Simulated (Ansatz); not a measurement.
Antiferromagnetic (type II) rock-salt MnS was calculated with r²SCANh in Ansatz (plane waves, PAW).

Numerical settings: plane-wave cutoff 520 eV, 8×8×8 k mesh, Fermi–Dirac smearing 0.01 eV, spin-polarised with opposed moments, scalar-relativistic PAW data made under PBE.

Cell (relaxed at this level):

```cif
data_Mn2S2
_chemical_formula_sum 'Mn2 S2'
_space_group_name_H-M_alt 'P 1'
_space_group_IT_number 1
_cell_length_a 6.34363
_cell_length_b 6.34363
_cell_length_c 6.34363
_cell_angle_alpha 33.706
_cell_angle_beta 33.706
_cell_angle_gamma 33.706
loop_
_space_group_symop_operation_xyz
  'x, y, z'
loop_
_atom_site_label
_atom_site_type_symbol
_atom_site_fract_x
_atom_site_fract_y
_atom_site_fract_z
_atom_site_occupancy
Mn1 Mn 0.00000 0.00000 0.00000 1
Mn2 Mn 0.50000 0.50000 0.50000 1
S1 S 0.25000 0.25000 0.25000 1
S2 S 0.75000 0.75000 0.75000 1
```
Starting moments (μB, in the order of the record's atoms Mn Mn S S): 5.0 -5.0 0.0 0.0.

Estimate the band gap, smallest direct gap on the k points sampled, direct gap at Γ and magnetic moment (largest site, within a sphere) that the calculation returns.


* **band gap**: 2.76 eV (on the SCF k mesh) (indirect)
* **smallest direct gap on the k points sampled**: 3.29 eV
* **direct gap at Γ**: 4.63 eV
* **magnetic moment (largest site, within a sphere)**: 4.40 μB

Moments are spin moments.

The computed numbers hold no vibrational or temperature effects.

Ansatz is a quantum-chemistry and plane-wave program.
